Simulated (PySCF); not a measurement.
**CH2BCl (SMILES B[C]Cl) at UPBE/cc-pVTZ**

What is the vertical ionisation energy of CH2BCl at UPBE/cc-pVTZ? The job is set up through a Python script.

The calculation is run with PySCF 2.14.0.

### Step 1. Starting point

The species is CH2BCl (5 atoms), meant as a triplet with charge 0. SMILES: `B[C]Cl`. The shape is that of a GFN2-xTB optimisation.

Bond lengths: B1–C2 1.474 Å, C2–Cl3 1.628 Å, B1–H4 1.177 Å, B1–H5 1.169 Å. Angles: B1–C2–Cl3 141.8°, C2–B1–H4 120.1°, C2–B1–H5 119.8°, H4–B1–H5 120.1°.

### Step 2. A single-point energy at UPBE/cc-pVTZ

input.py reads:

```python
# B[C]Cl
from pyscf import gto, dft

system = gto.M(
    atom='''
B      0.414180     0.139370    -0.472520
C     -0.487440     0.280880     0.684730
Cl    -1.470630    -0.583120     1.652980
H      0.575730    -0.915570    -0.969770
H      0.968160     1.078440    -0.895430
''',
    max_memory=1860,
    verbose=4,
    spin=2,
    basis='cc-pvtz',
)

ks = dft.UKS(system)
ks.xc = 'pbe'
ks.grids.level = 3
ks.conv_tol = 1e-10
ks.kernel()
if not ks.converged:
    ks = ks.newton().run(ks.mo_coeff, ks.mo_occ)

etot = ks.e_tot
print('E = %.10f Eh' % etot)
```

Command:

```bash
$ OMP_NUM_THREADS=1 python input.py
```

The log of the run:

```text
PySCF version 2.14.0

[... 57 lines left out ...]
WARN: HOMO -0.193234787987034 >= LUMO -0.23810110393547
[... 50 lines left out ...]
converged SCF energy = -523.978978037691  <S^2> = 2.0051349  2S+1 = 3.0034213
E = -523.9789780377 Eh
```

Wall time 15 s (1 thread of Arm Neoverse V1, shared host); peak memory 0.65 GiB.

### Step 3. The doublet cation at the same level

input.py reads:

```python
from pyscf import gto, dft

mol = gto.Mole()
mol.atom = '''
B    0.414180   0.139370  -0.472520
C   -0.487440   0.280880   0.684730
Cl  -1.470630  -0.583120   1.652980
H    0.575730  -0.915570  -0.969770
H    0.968160   1.078440  -0.895430
'''
mol.spin = 1
mol.verbose = 4
mol.max_memory = 1860
mol.basis = 'cc-pvtz'
mol.charge = 1
mol.build()

mf = dft.UKS(mol, xc='pbe')
mf.conv_tol = 1e-10
mf.grids.level = 3
mf.kernel()
if not mf.converged:
    mf = mf.newton().run(mf.mo_coeff, mf.mo_occ)

e_tot = mf.e_tot
print('E(%s) = %.9f' % ('PBE', e_tot))
```

Command:

```bash
$ OMP_NUM_THREADS=1 python input.py
```

The log of the run:

```text
PySCF version 2.14.0

[... 57 lines left out ...]
WARN: HOMO -0.238101103935472 >= LUMO -0.23810110393547
[... 58 lines left out ...]
converged SCF energy = -523.652675442088  <S^2> = 0.75567037  2S+1 = 2.0056624
E(PBE) = -523.652675442
```

It took 17 s on 1 thread of Arm Neoverse V1, shared host; peak memory 0.65 GiB.

### Step 4. What came out

Level: UPBE/cc-pVTZ.

```
                                          quantity          value
                      triplet CH2BCl: total energy  -523.97898 Eh
                     triplet CH2BCl: dipole moment         1.09 D
triplet CH2BCl: HOMO energy (highest over α and β)       -5.35 eV
 triplet CH2BCl: LUMO energy (lowest over α and β)       -4.71 eV
                              triplet CH2BCl: ⟨S²⟩          2.005
                      doublet cation: total energy  -523.65268 Eh
doublet cation: HOMO energy (highest over α and β)      -13.40 eV
 doublet cation: LUMO energy (lowest over α and β)      -12.34 eV
                              doublet cation: ⟨S²⟩          0.756
vertical ionisation energy (to the doublet cation)       8.879 eV
```

**Reading.** Removing an electron at fixed nuclei costs 8.88 eV (205 kcal/mol). Mulliken charges (triplet CH2BCl) run from -0.11 on B1 to +0.10 on Cl3; they depend strongly on the basis. Mulliken charges (doublet cation) run from +0.06 on B1 to +0.46 on Cl3.
